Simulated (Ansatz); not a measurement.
Mulliken charges of `C/N=C(\F)Cl` from r2SCAN/def2-TZVPP in Ansatz (PBE0-D4/def2-TZVP geometry).

```json
{"atom": "C1", "x (Å)": "-0.603", "y (Å)": "-0.262", "z (Å)": "0.896", "charge (e)": "-0.002"}
{"atom": "N2", "x (Å)": "-0.094", "y (Å)": "0.717", "z (Å)": "-0.034", "charge (e)": "-0.234"}
{"atom": "C3", "x (Å)": "0.637", "y (Å)": "0.387", "z (Å)": "-0.972", "charge (e)": "0.251"}
{"atom": "F4", "x (Å)": "1.043", "y (Å)": "-0.853", "z (Å)": "-1.254", "charge (e)": "-0.165"}
{"atom": "Cl5", "x (Å)": "1.276", "y (Å)": "1.491", "z (Å)": "-2.112", "charge (e)": "-0.043"}
{"atom": "H6", "x (Å)": "-1.693", "y (Å)": "-0.208", "z (Å)": "0.890", "charge (e)": "0.068"}
{"atom": "H7", "x (Å)": "-0.291", "y (Å)": "-1.288", "z (Å)": "0.686", "charge (e)": "0.057"}
{"atom": "H8", "x (Å)": "-0.275", "y (Å)": "0.015", "z (Å)": "1.900", "charge (e)": "0.068"}
```

Q: By hand: the dipole of these point charges (1 e Å = 4.8032 D).

A: Σ q r = (-0.194, -0.080, 0.289) e Å, of length 0.357 e Å = 1.71 D.

Q: How does the dipole of the full density compare? (An estimate is asked.)

A: The calculation gave: (-0.090, -0.202, 0.172) e Å, 1.35 D; the point charges give 1.27 times that, at 34° from its direction.

Point charges leave out the atoms' own dipoles, such as those of lone pairs, and Mulliken's split depends on the basis, so the two needn't agree.
